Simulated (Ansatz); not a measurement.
# BC+ (quintet): wave-function methods side by side, def2-QZVPP

The task here is to estimate one member of a computed series from the others.

Method: def2-QZVPP, core rule «outside noble gas», up to 2 orbitals frozen; program: Ansatz 0.2.0, Gaussian basis.

To be run: UHF; ROHF; CCSD(T) on UHF.

## The system

The geometry is a PBE0/def2-TZVP stationary point (not a proven minimum) of the parent state, kept for this charge and spin.

2 atoms, charge 1, spin multiplicity 5.

Atoms are counted from 1 here; the program's logs count them from 0.

Bond lengths: B1–C2 1.478 Å.

Geometry (Å):

```tsv
atom	x (Å)	y (Å)	z (Å)
B1	0.0000	0.0000	0.0000
C2	0.0000	0.0000	1.4784
```

The first run:

File in.yaml:

```yaml
crystal:
  periodic: [false, false, false]
  atoms:
    - {symbol: B, position_ang: [0.000000, 0.000000, 0.000000]}
    - {symbol: C, position_ang: [0.000000, 0.000000, 1.478400]}
basis:
  gaussian: {orbitals: "def2-QZVPP.json"}
total_charge: 1
magnetization: {spin_polarized: true, initial_magnetization: 4}
hamiltonian: {xc: hf}
output: {orbitals: {seedname: orbitals}}
```

Launch:

```bash
ansatz run in.yaml --threads 1 --pin off --events-out ev --progress --plain --max-ram 2393MiB
```

Steps of the session up to this table: UHF; ROHF; CCSD(T) on UHF.

One of the session's tables, all rows but one given; the rest of the session is left out.

It belongs to the step «Misses and costs». 

| method | from UCCSD(T) (kJ/mol) |
| --- | --- |
| ROHF | +339.8 |
| UHF | +336.8 |
| UMP2 | +62.5 |
| UCCSD | ? |
| UCCSD(T) | 0 |

**Question.** Estimate the row for UCCSD.

The run gave: from UCCSD(T) (kJ/mol): +14.0. In the column «from UCCSD(T) (kJ/mol)» it lies between UCCSD(T) (0) and UMP2 (+62.5).
